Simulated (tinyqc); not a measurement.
Worked calculation: RHF in the sto-6g basis, for CH3-, spin multiplicity 1. The basis has no diffuse functions, so it cannot describe the extra electron: this is an exercise in the method, not the real anion. One step of it, computed by the program tinyqc.

Task: Iteration 2: DIIS coefficients. Solve [B -1; -1 0][c; lambda] = [0; -1] for the coefficients, which sum to one.

B (overlaps of the stored error matrices):
```
                1               2
1   2.9053024e+00  -6.7137567e-02
2  -6.7137567e-02   2.5987465e-02
```

Give: DIIS coefficients.

Result:

DIIS coefficients: 0.0304  0.9696
